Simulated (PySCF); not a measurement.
CH₄, SMILES C. The structure is a stationary point at PBE0-D3(BJ)/def2-TZVPD.

TDA-LC-ωPBE/def2-TZVPD (PySCF 2.14.0) puts the lowest singlet excitations at 10.73, 10.73, 10.73, 12.82, 12.82, 12.82 eV and the lowest triplet (TDA) at 10.19 eV.

Task: What are the lowest singlet roots from PySCF with EOM-CCSD/aug-cc-pVDZ? (Estimate from the structure and the level; the computed values follow.)

Result: 10.52, 10.52, 10.52, 11.81, 11.81, 11.81 eV; triplets 10.10, 10.10, 10.10 eV. S1 differs by -0.21 eV (second minus first; roots are paired by order, and the bases may differ).
